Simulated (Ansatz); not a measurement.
**CH5AlO (SMILES [CH3][AlH][OH]) at PBE0/aug-cc-pVDZ**

What is the vertical ionisation energy of CH5AlO at PBE0/aug-cc-pVDZ? 

The results are computed with Ansatz 0.2.0.

42 further runs of the same task are left out: 42 set aside as unsound or not needed.

## Step 1: The structure to begin with

CH5AlO has 8 atoms, charge 0, and is taken as a singlet. As SMILES, `[CH3][AlH][OH]`. The coordinates come from a PBE0-D4/def2-TZVP relaxation. This is one conformer, not always the lowest.

Bond lengths: C1–Al2 1.941 Å, Al2–O3 1.701 Å, C1–H4 1.095 Å, C1–H5 1.092 Å, C1–H6 1.095 Å, Al2–H7 1.589 Å, O3–H8 0.956 Å. Angles: C1–Al2–O3 117.6°, C1–Al2–H7 124.2°, O3–Al2–H7 118.3°, Al2–C1–H4 111.0°, Al2–C1–H5 111.9°, Al2–C1–H6 111.2°, Al2–O3–H8 122.5°, H4–C1–H5 107.9°, H4–C1–H6 106.4°, H5–C1–H6 108.2°.

## Step 2: The energy at PBE0/aug-cc-pVDZ

Input file in.yaml:

```yaml
crystal:
  periodic: [false, false, false]
  atoms:
    - {symbol: C, position_ang: [-0.777900, 0.982200, -0.070900]}
    - {symbol: Al, position_ang: [0.579700, -0.394200, -0.239900]}
    - {symbol: O, position_ang: [0.544600, -1.676400, 0.876800]}
    - {symbol: H, position_ang: [-0.325100, 1.954500, 0.149300]}
    - {symbol: H, position_ang: [-1.491400, 0.755400, 0.724300]}
    - {symbol: H, position_ang: [-1.335700, 1.105000, -1.004800]}
    - {symbol: H, position_ang: [1.716800, -0.394500, -1.350200]}
    - {symbol: H, position_ang: [1.181200, -2.389100, 0.859500]}
basis:
  gaussian:
    orbitals: aug-cc-pVDZ
hamiltonian:
  xc: {name: PBE0}
accuracy: high
output:
  orbitals: {seedname: orbitals}
```

Command:

```bash
$ ansatz run in.yaml --threads 1 --pin off --max-ram 3480MiB --events-out events.jsonl --progress --plain --runs-dir runs
```

Output:

```text
Warning: RAYON_NUM_THREADS=1 ignored (pool sized by the plan → 1); use --threads N
Functional definition: PBE0
  name "PBE0"
  parameter a = 0.25
  parameter kappa = 0.804
  parameter beta = 0.06672455060314922
  exchange = (1 - a)*pbe_x(kappa = kappa, mu = beta*pi^2/3) + a*exact_x
  correlation = pbe_c(beta = beta)
2328 factors; integrals over basis functions are off by at most 3.4e-9 eV
mean field evaluation 1: about -9745.7817 eV, gradient 7.6e1 eV
mean field evaluation 2: about -9724.8055 eV, gradient 1.2e2 eV
mean field evaluation 4: about -9757.4293 eV, gradient 6.8e0 eV
mean field evaluation 8: about -9757.5406 eV, gradient 1.3e-1 eV
mean field evaluation 16: about -9757.5406 eV, gradient 4.3e-6 eV
mean field -9757.54059178 eV, -358.5830028495 hartree, gradient 2.0e-8 eV, S^2 0.000000; 0 other end points of the search recorded, 0 dependent functions left out
reference -9757.54059988 eV, -358.5830031472 hartree; 16, 16 occupied and 102, 102 virtual orbitals, 2328 factors
Total energy: -9757.54059988 eV, -358.5830031472 hartree
```

Run time: 11 s. Hardware: 1 thread of Arm Neoverse V2, shared host; peak memory 0.4 GiB.

## Step 3: The doublet cation at the same level

Input file job.yaml:

```yaml
crystal:
  periodic: [false, false, false]
  atoms:
    - {symbol: C, position_ang: [-0.777900, 0.982200, -0.070900]}
    - {symbol: Al, position_ang: [0.579700, -0.394200, -0.239900]}
    - {symbol: O, position_ang: [0.544600, -1.676400, 0.876800]}
    - {symbol: H, position_ang: [-0.325100, 1.954500, 0.149300]}
    - {symbol: H, position_ang: [-1.491400, 0.755400, 0.724300]}
    - {symbol: H, position_ang: [-1.335700, 1.105000, -1.004800]}
    - {symbol: H, position_ang: [1.716800, -0.394500, -1.350200]}
    - {symbol: H, position_ang: [1.181200, -2.389100, 0.859500]}
basis:
  gaussian:
    orbitals: aug-cc-pVDZ
total_charge: 1
magnetization:
  spin_polarized: true
  initial_magnetization: 1
hamiltonian:
  xc: pbe0
accuracy: high
output:
  orbitals: {seedname: orbitals}
```

Command:

```bash
$ ansatz run job.yaml --threads 1 --pin off --max-ram 3480MiB --events-out events.jsonl --progress --plain --runs-dir runs
```

Output, cut to the lines that bear on the results:

```text
Warning: RAYON_NUM_THREADS=1 ignored (pool sized by the plan → 1); use --threads N
[... 7 set-up lines as earlier in the session ...]
2328 factors; integrals over basis functions are off by at most 3.4e-9 eV
mean field evaluation 1: about -9722.1516 eV, gradient 7.6e1 eV
mean field evaluation 2: about -9604.0025 eV, gradient 1.4e2 eV
mean field evaluation 4: about -9745.1352 eV, gradient 1.9e1 eV
mean field evaluation 8: about -9747.2188 eV, gradient 8.0e-1 eV
mean field evaluation 16: about -9747.2854 eV, gradient 4.0e-3 eV
mean field evaluation 32: about -9747.2854 eV, gradient 5.0e-7 eV
mean field -9747.28541819 eV, -358.2061321711 hartree, gradient 3.5e-8 eV, S^2 0.764799; 4 other end points of the search recorded, 0 dependent functions left out
reference -9747.28542619 eV, -358.2061324651 hartree; 16, 15 occupied and 102, 103 virtual orbitals, 2328 factors
Total energy: -9747.28542619 eV, -358.2061324651 hartree
```

Run time: 26 s. Hardware: 1 thread of Arm Neoverse V2, shared host; peak memory 0.52 GiB.

## Step 4: What came out

Level: PBE0/aug-cc-pVDZ.

| quantity | value |
| --- | --- |
| singlet CH5AlO: total energy | -358.58300 Eh |
| singlet CH5AlO: HOMO energy | -8.00 eV |
| singlet CH5AlO: LUMO energy | -0.62 eV |
| singlet CH5AlO: HOMO–LUMO gap | 7.39 eV |
| doublet cation: total energy | -358.20613 Eh |
| doublet cation: HOMO energy (highest over α and β) | -14.88 eV |
| doublet cation: LUMO energy (lowest over α and β) | -12.49 eV |
| doublet cation: ⟨S²⟩ | 0.765 |
| vertical ionisation energy (to the doublet cation) | 10.255 eV |

**Reading.** Removing an electron at fixed nuclei costs 10.26 eV (236 kcal/mol). The negative HOMO energy of the first species, 8.00 eV, lies 2.25 eV below that difference.
